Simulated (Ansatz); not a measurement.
# PF (triplet): wB97M-V, HSE06 over a scan of the distance F1–P2, 6-31G

Aim: run PF (triplet) with these functionals over a scan of the distance F1–P2, and hold them against the top wave-function level at the same points.

Computed with Ansatz 0.2.0, Gaussian basis. Level: 6-31G, all electrons in the functionals.

The runs, in order: wB97M-V, HSE06, at 1.257 Å; 1.465 Å; 1.593 Å; 1.762 Å; 1.897 Å; 2.203 Å; 2.556 Å; 2.968 Å; 3.589 Å; 4.298 Å; 5.374 Å.

21 further runs of the same task are left out: 3 for a known fault of the program, 14 that didn't finish, 4 set aside as unsound or not needed. Runs told in other sessions of the task aren't counted.

### Step 1. What is computed

The geometry derives from a PBE0/def2-TZVP stationary point (not a proven minimum). One bond is set to the value named and the two fragments are kept rigid.

2 atoms, charge 0, spin multiplicity 3.

Atoms are counted from 1 here; the program's logs count them from 0.

Bond lengths: F1–P2 1.593 Å.

Coordinates:

```
F     0.00000    0.00000    0.00000
P     0.00000    0.00000    1.59340
```

No dispersion term is added; wB97M-V holds VV10 nonlocal correlation. HSE06 is the plane-wave form.

The geometry shown and the zero of energy belong to the point 1.593 Å. The yardstick, FCI, and other wave-function levels (R restricted, U unrestricted, valence and pair active spaces) come from earlier runs.

### Step 2. wB97M-V, 1.257 Å

The input, in.yaml:

```yaml
crystal:
  periodic: [false, false, false]
  atoms:
    - {symbol: F, position_ang: [0.000000, 0.000000, 0.000000]}
    - {symbol: P, position_ang: [0.000000, 0.000000, 1.257000]}
basis:
  gaussian: {orbitals: 6-31G}
magnetization: {spin_polarized: true, initial_magnetization: 2}
hamiltonian: {xc: {name: wB97M-V}}
output: {orbitals: {seedname: orbitals}}
```

Started as:

```console
> ansatz run in.yaml --threads 1 --pin off --events-out ev --progress --plain --max-ram 2393MiB
```

Further steps of the session: wB97M-V, 1.465 Å; wB97M-V, 1.593 Å; wB97M-V, 1.762 Å; wB97M-V, 1.897 Å; wB97M-V, 2.203 Å; wB97M-V, 2.556 Å; wB97M-V, 2.968 Å; wB97M-V, 3.589 Å; wB97M-V, 4.298 Å; wB97M-V, 5.374 Å; HSE06, 1.257 Å; HSE06, 1.465 Å; HSE06, 1.593 Å; HSE06, 1.762 Å; HSE06, 1.897 Å; HSE06, 2.203 Å; HSE06, 2.556 Å; HSE06, 2.968 Å; HSE06, 3.589 Å; HSE06, 4.298 Å; HSE06, 5.374 Å.

**Question.** What will the summary of the whole plan be? Wanted: span of the FCI curve; largest miss, wB97M-V; largest miss, HSE06.

As calculated:

| quantity | value |
| --- | --- |
| span of the FCI curve | 676.8 kJ/mol |
| largest miss, wB97M-V | +70.7 kJ/mol (5.374 Å) |
| largest miss, HSE06 | +56.4 kJ/mol (5.374 Å) |

In words: Of the functionals, HSE06 keep the smallest largest miss at the points compared (at most 56.4 kJ/mol) and wB97M-V strays most (70.7 kJ/mol, at 5.374 Å). wB97M-V, HSE06 clearly break the spin symmetry at some points (⟨S²⟩ up to 1.00 above the pure value), so energy there is bought with a mixed spin. Functionals and the yardstick converge differently with the basis, so part of each miss in 6-31G is the basis.
